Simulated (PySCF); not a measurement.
**Match the barriers**

Saddle point of BH2ClO, singlet (BH₂ClO ([OH][BH][Cl]) → BHO ([BH][O]) + HCl; bonds formed: Cl2–H4; bonds broken: B1–Cl2, O3–H4), PBE0-D4/def2-TZVP structure:

B1  (-0.351, -0.017, -0.570)
Cl2  (0.985, 0.838, 1.071)
O3  (-0.451, -1.120, 0.004)
H4  (0.346, -0.492, 0.903)
H5  (-0.530, 0.791, -1.408)
(Å)

PySCF 2.14 with density fitting (its default auxiliary sets; JK sets also for MP2 and CCSD(T)); basis: def2-TZVPP, with def2-QZVPP for the basis limit; cores frozen in the correlated methods. Extrapolation: Hartree–Fock as exp(−7.88 √X), correlation as X^−2.97. Four methods, as single points on the PBE0-D4 structures, gave these electronic barriers from the start structure: 184.4, 202.1, 216.9, 262.7 kJ/mol.

(1) The methods were, in alphabetical order, CCSD(T), HF, r2SCAN-D4, SPW92. Which gave which? (Judge from chemistry; the calculation decides.)

No T1 diagnostic of these runs exceeds 0.018.

## Answers

(1) By the calculation: SPW92 184.4; r2SCAN-D4 202.1; CCSD(T) 216.9; HF 262.7 kJ/mol. For comparison, CCSD(T) at an estimated basis limit (MP2 extrapolated from triple and quadruple zeta, plus CCSD(T) − MP2 in triple zeta) gives 214.2 kJ/mol.

Labels in which every atom is bracketed show which atoms are joined, not bond orders.

For scale, one of the runs: CCSD(T)/def2-TZVPP, 132 basis functions, launched by `OMP_NUM_THREADS=4 python run.py`. Time: 57 s of wall clock on 4 CPU threads of an Arm Neoverse V1; the host was shared. Peak host memory: 0.72 GiB.
